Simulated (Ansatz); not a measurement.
We consider rock-salt GdN, described by r²SCAN in Ansatz (plane waves, PAW).

Numerical settings: plane-wave cutoff 560 eV, 12×12×12 k mesh, Fermi–Dirac smearing 0.01 eV, spin-polarised with parallel moments, scalar-relativistic PAW data made under PBE.

Cell (relaxed at this level):

```xyz
2
Lattice="0.0000 2.4868 2.4868 2.4868 0.0000 2.4868 2.4868 2.4868 0.0000" Properties=species:S:1:pos:R:3 pbc="T T T"
Gd     0.0000     0.0000     0.0000
N      2.4868     2.4868     2.4868
```
Starting moments (μB, in the order of the record's atoms Gd N): 7.0 0.0.

Task: Predict the bulk modulus B0, magnetic moment (largest site, within a sphere) and pressure derivative B′ of the bulk modulus.

Result: 
- bulk modulus B0 = 159 GPa
- magnetic moment (largest site, within a sphere) = 6.93 μB
- pressure derivative B′ of the bulk modulus = 4.1

Measured, for comparison: bulk modulus 192 ± 35 GPa (temperature not stated, no zero-point or thermal correction; as tabulated in Doll (2008), arXiv:0801.3152). Computed (rounded) less measured: bulk modulus -17 % (inside the measured uncertainty).

Note: the 4f shell is treated without U or exact exchange, so its levels and filling can be wrong.

Moments are spin moments.

Spin–orbit coupling is not included; it can open a gap where bands touch, and shift volumes and moduli.

Computed values are for the static lattice.

Ansatz is a first-principles code.
